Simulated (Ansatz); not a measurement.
**Graphite**

Calculation: PBE0-D4 in Ansatz (PAW).

Cell: relaxed at this level.

```yaml
interlayer_binding_energy: 24.7 meV/Å²
layer_repeat_distance: 3.291 Å
gap_between_the_layers: 3.291 Å
```

Measured, for comparison: interlayer binding energy 23.3 ± 2 meV/Å² (temperature not stated, not corrected to a static lattice, bulk; as tabulated in Ning et al. (2022), arXiv:2204.11717). Computed (rounded) less measured: interlayer binding energy +6 % (inside the measured uncertainty).

Note: exact exchange on metals is sensitive to the k mesh and can open a false gap.

Computing time: roughly 10 core-minutes.

Ansatz is a first-principles code.
